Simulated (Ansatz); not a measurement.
# CH2Al (doublet): the correlation ladder, def2-TZVPP

The task here is to estimate one member of a computed series from the others.

Method: def2-TZVPP, core rule «outside noble gas», up to 6 orbitals frozen; program: Ansatz 0.2.0, Gaussian basis.

To be run: UHF; ROHF; CCSD(T) on UHF.

## What is computed

The geometry is a PBE0/def2-TZVP stationary point (not a proven minimum) of the parent state, kept for this charge and spin.

4 atoms, charge 0, spin multiplicity 2.

Atoms are counted from 1 here; the program's logs count them from 0.

Bond lengths: Al1–C2 1.948 Å, C2–H3 1.088 Å, C2–H4 1.088 Å. Angles: Al1–C2–H3 122.6°, Al1–C2–H4 122.6°, H3–C2–H4 114.8°.

Coordinates:

```xyz
4
charge 0, multiplicity 2
Al    0.0000    0.0000    0.6950
C     0.0000    0.0000   -1.2528
H     0.0000    0.9163   -1.8387
H     0.0000   -0.9163   -1.8387
```

Set-up of the first run:

in.yaml

```yaml
crystal:
  periodic: [false, false, false]
  atoms:
    - {symbol: Al, position_ang: [0.000000, 0.000000, 0.695038]}
    - {symbol: C, position_ang: [0.000000, 0.000000, -1.252764]}
    - {symbol: H, position_ang: [0.000000, 0.916303, -1.838714]}
    - {symbol: H, position_ang: [0.000000, -0.916304, -1.838714]}
basis:
  gaussian: {orbitals: def2-TZVPP}
magnetization: {spin_polarized: true, initial_magnetization: 1}
hamiltonian: {xc: hf}
output: {orbitals: {seedname: orbitals}}
```

The run is started by

```bash
$ ansatz run in.yaml --threads 1 --pin off --events-out ev --progress --plain --max-ram 3968MiB --backend cpu
```

Steps of the session up to this table: UHF; ROHF; CCSD(T) on UHF.

One of the session's tables, all rows but one given; the rest of the session is left out.

| method | from UCCSD(T) (meV) |
| --- | --- |
| ROHF | +6525.6 |
| UHF | ? |
| UMP2 | +1033.5 |
| UCCSD | +213.4 |
| UCCSD(T) | 0 |

Estimate the missing values for UHF.

As computed: from UCCSD(T) (meV): +6414.7. In the column «from UCCSD(T) (meV)» it lies between UMP2 (+1033.5) and ROHF (+6525.6).

To keep in mind: Warnings: spin contamination; coupled cluster took another determinant than the lowest.
